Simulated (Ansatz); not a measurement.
# One arrangement of a pair

The pair of CH4 (SMILES C, atoms 1–5) and CH3Cl (SMILES CCl, atoms 6–10), both closed shells, in one local arrangement (a lower one may exist), relaxed at PBE0-D4/def2-TZVP:

```csv
atom,x (Å),y (Å),z (Å)
C1,-0.0972,0.0713,-1.9191
H2,-0.3607,0.4436,-2.9088
H3,-0.3523,-0.9867,-1.8535
H4,-0.6498,0.6285,-1.1628
H5,0.9740,0.1996,-1.7612
C6,0.2113,-0.1633,1.9288
Cl7,-1.1682,0.9472,1.8358
H8,0.4230,-0.5361,0.9295
H9,-0.0487,-0.9845,2.5926
H10,1.0685,0.3804,2.3188
```

Program: Ansatz 0.2.0. Basis: def2-TZVPPD, with def2-QZVPPD for the basis limit. Cores are frozen in the correlated methods. B3LYP uses VWN-RPA correlation. Extrapolation: Hartree–Fock as exp(−7.88 √X), correlation as X^−2.97. Interaction energies count from these two fragments, frozen as in the pair, with the counterpoise correction; negative means bound.

Task: What is the interaction energy by CCSD(T) at an estimated basis limit (MP2 extrapolated from triple and quadruple zeta, plus CCSD(T) − MP2 in triple zeta)? (To be estimated.)

Result: Computed: -4.2 kJ/mol. Hartree–Fock alone gives 2.0 kJ/mol at the basis limit, so without correlation the pair would not bind at this distance. It counts from the two fragments frozen as in the pair.

The same quantity by other methods in triple zeta, and each one's difference from that estimate:
```
   method  E_int (kJ/mol)  difference
   PBE-D4            -5.0        -0.8
revPBE-D4            -4.0         0.2
  BLYP-D4            -3.3         0.9
r2SCAN-D4            -3.7         0.5
   B97M-V            -4.0         0.2
  PBE0-D4            -4.5        -0.3
 B3LYP-D4            -3.8         0.4
 HSE06-D4            -4.5        -0.3
  wB97X-V            -4.1         0.1
  wB97M-V            -3.8         0.4
   B2PLYP            -1.1         3.1
       HF             2.0         6.2
      MP2            -3.7         0.5
     CCSD            -2.7         1.5
  CCSD(T)            -3.5         0.7
```
Differences are method less estimate.

Task: Which atoms make the shortest contact between the fragments?

Result: H4 and H8, 2.62 Å apart.

Basis-set superposition shift (counterpoise-corrected less uncorrected): CCSD(T) 1.4; MP2 1.3; HF 0.1; PBE0-D4 0.2; wB97M-V 0.2 kJ/mol.

The T1 diagnostic stays at or below 0.008.

For scale, one of the runs: CCSD(T)/def2-TZVPPD, 244 basis functions, launched by `ansatz run in.yaml --threads 4 --pin off --events-out ev --progress --plain --max-ram 9574MiB`. Time: 73 s of wall clock on 4 CPU threads of an Arm Neoverse V1; the host was shared. Peak host memory: 4.8 GiB.
